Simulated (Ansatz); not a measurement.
# C3H6O2: up Jacob's ladder to CCSD(T)

Aim: compute C3H6O2 with functionals from several rungs and with coupled cluster. The yardstick is the atomisation energy at the CCSD(T) limit.

Method: functionals in def2-TZVPP, the program's frozen cores in correlated methods; program: Ansatz 0.2.0, Gaussian basis.

The runs, in order: PBE-D4, r2SCAN-D4, PBE0-D4, B3LYP-D4, ωB97X-V, ωB97M-V, B2PLYP; CCSD(T)/def2-TZVPP; MP2/def2-QZVPP; extrapolation to the limit.

### 1 Structure used throughout

The geometry comes from an earlier relaxation with PBE0-D4 in a triple-zeta def2 set; it is a stationary point, not always the lowest conformer.

SMILES `O=CCCO`, 11 atoms, charge 0, spin multiplicity 1.

Atoms are counted from 1 here; the program's logs count them from 0.

Bond lengths: O1–C2 1.201 Å, C2–C3 1.502 Å, C2–H6 1.110 Å, C3–C4 1.524 Å, C3–H7 1.093 Å, C3–H8 1.099 Å, C4–O5 1.410 Å, C4–H9 1.097 Å, C4–H10 1.093 Å, O5–H11 0.961 Å. Angles: O1–C2–C3 124.0°, O1–C2–H6 120.8°, C3–C2–H6 115.2°, C2–C3–C4 112.7°, C2–C3–H7 108.7°, C2–C3–H8 107.6°, C4–C3–H7 111.4°, C4–C3–H8 108.8°, H7–C3–H8 107.4°, C3–C4–O5 112.9°, C3–C4–H9 109.4°, C3–C4–H10 110.1°, O5–C4–H9 111.4°, O5–C4–H10 105.8°, H9–C4–H10 107.0°, C4–O5–H11 108.6°.

Geometry (Å):

```
O    -0.3140    1.5959   -2.0633
C    -0.3125    1.1846   -0.9347
C     0.5456    0.0489   -0.4553
C    -0.2137   -0.9231    0.4401
O    -0.6626   -0.3285    1.6378
H    -0.9707    1.6363   -0.1641
H     0.9725   -0.4590   -1.3235
H     1.3793    0.4800    0.1162
H     0.4132   -1.8012    0.6389
H    -1.1122   -1.2804   -0.0694
H     0.1006   -0.1266    2.1852
```

### 2 PBE-D4 (GGA)

File in.yaml:

```yaml
crystal:
  periodic: [false, false, false]
  atoms:
    - {symbol: O, position_ang: [-0.314008, 1.595942, -2.063263]}
    - {symbol: C, position_ang: [-0.312450, 1.184598, -0.934698]}
    - {symbol: C, position_ang: [0.545582, 0.048901, -0.455267]}
    - {symbol: C, position_ang: [-0.213728, -0.923055, 0.440111]}
    - {symbol: O, position_ang: [-0.662617, -0.328522, 1.637785]}
    - {symbol: H, position_ang: [-0.970733, 1.636335, -0.164138]}
    - {symbol: H, position_ang: [0.972475, -0.459038, -1.323510]}
    - {symbol: H, position_ang: [1.379320, 0.479965, 0.116238]}
    - {symbol: H, position_ang: [0.413152, -1.801186, 0.638924]}
    - {symbol: H, position_ang: [-1.112167, -1.280386, -0.069378]}
    - {symbol: H, position_ang: [0.100575, -0.126555, 2.185197]}
basis:
  gaussian: {orbitals: def2-TZVPP}
hamiltonian: {xc: pbe, dispersion: d4}
output: {forces: true, orbitals: {seedname: orbitals}}
```

On the command line:

```
ansatz run in.yaml --threads 4 --pin off --events-out ev --progress --plain --max-ram 10444MiB
```

The runs that follow: r2SCAN-D4 (meta-GGA); PBE0-D4 (hybrid); B3LYP-D4 (hybrid); ωB97X-V (range-separated); ωB97M-V (range-separated); B2PLYP (double hybrid); CCSD(T) in def2-TZVPP; MP2 in def2-QZVPP.

Q: Predict the results of all the runs planned. Wanted: atomisation energy, CCSD(T)/CBS; farthest; mean size of error, hybrid; mean size of error, range-separated; gap, smallest and largest; T1 diagnostic; triples share of the correlation energy.

The runs gave:

| quantity | value |
| --- | --- |
| atomisation energy, CCSD(T)/CBS | 46.283 eV |
| functionals within 0.231 eV (0.5 %) | r2SCAN-D4, PBE0-D4, B3LYP-D4, ωB97X-V, ωB97M-V |
| farthest | PBE-D4 (+1.382 eV) |
| mean size of error, hybrid | 0.122 eV |
| mean size of error, range-separated | 0.087 eV |
| gap, smallest and largest | 3.71 eV (PBE-D4), 11.33 eV (ωB97X-V) |
| T1 diagnostic | 0.0129 |
| triples share of the correlation energy | 3.8 % |

PBE-D4 misses by +1.382 eV. Double hybrids carry the basis error of their MP2 part in triple zeta, and no dispersion term here, so their miss is partly the set-up's. Misses under about 0.231 eV are within the doubt on the reference itself, which lacks core-valence correlation, relativity and higher excitations. Hartree-Fock recovers 71 % of the binding; the rest is correlation. The gap grows from 3.7 to 11.3 eV across the functionals, mostly with the share of exact exchange.
